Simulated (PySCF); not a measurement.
## Fluorine: a sound run and one with changed settings

Sound run: F [He] 2s2 2p5, F⁺ [He] 2s2 2p4. Calculation: PySCF 2.14, in x2c-TZVPall (5s3p2d1f, 31 functions); scalar relativity by spin-free X2C-1e. The sound run starts from symmetry-adapted Hartree-Fock orbitals and uses a fine grid where one is needed.

Changed run: initial guess 1e, at most 5 SCF cycles. This setting is unsound on purpose.

| species | method | sound run (hartree) | changed run (hartree) | converged |
| --- | --- | --- | --- | --- |
| F | UHF | -99.49886 | -99.49885 | no |
| F | PBE0 | -99.76459 | -99.76449 | no |
| F | BP86 | -99.85069 | -99.85017 | no |
| F⁺ | UHF | -98.92406 | -98.92406 | no |
| F⁺ | PBE0 | -99.12479 | -99.12479 | no |
| F⁺ | BP86 | -99.19930 | -99.19929 | no |

The SCF was stopped early; the energies are upper bounds that still move, and correlated levels were skipped or rest on poor orbitals.
